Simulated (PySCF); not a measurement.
Work out the structure from these simulated measurements.

Formula: CH3BN; charge -1.

| Item | Value |
| --- | --- |
| NMR, other nuclei | isotropic shieldings of nuclei other than C and H, by class: 152 (1 B), -22 (1 N) ppm [GIAO KT2/pcSseg-1] |
| 1H NMR | chemical shifts (computed TMS as zero) by class: 0.54 (3 H) ppm [GIAO KT2/pcSseg-1] |
| 13C NMR | chemical shifts (computed TMS as zero) by class: 133.0 (1 C) ppm [GIAO KT2/pcSseg-1] |
| Rotational structure | rotational constants A, B, C: 121.769, 8.478, 8.478 GHz [PBE0-D3(BJ)/def2-SVP] |
| Couplings | largest of the computed one-bond spin–spin couplings (means over like bonds): 11B–1H +95.5 (×3), 13C–11B +62.2, 15N–13C -16.1 Hz [B3LYP/pcJ-1] |

Electronic properties: PySCF, gas phase, density fitting. Levels stand in brackets. Geometry: PBE0-D3(BJ)/def2-SVP; no solvent, vibrations or thermal averaging. The geometry's basis has no diffuse functions, a weakness for an anion. No diffuse functions stand in pcJ-1 and pcSseg-1, which bears on an anion's orbital energies. NMR values are class means; diastereotopic atoms form classes of their own.

**Question.** Give a SMILES that accounts for the data.

**Answer.** The one carbon: carbon bonded to B and N (133.0 ppm). All hydrogens form one class (0.54 ppm): hydrogen on boron. The other shieldings belong to: 152 ppm, boron bonded to C and 3 H; -22 ppm, nitrogen bonded to C. The couplings run between: +95.5 Hz, boron bonded to C and 3 H and its hydrogen (with 2 like pairs); +62.2 Hz, carbon bonded to B and N and boron bonded to C and 3 H; -16.1 Hz, nitrogen bonded to C and carbon bonded to B and N. The optimised geometry has point group C3v and is a prolate symmetric top. Structure: `[H][B-]([H])([H])C#N` ([B(CN)H3]-). The assignments are read from this structure; whether some other isomer fits the data as well wasn't checked.
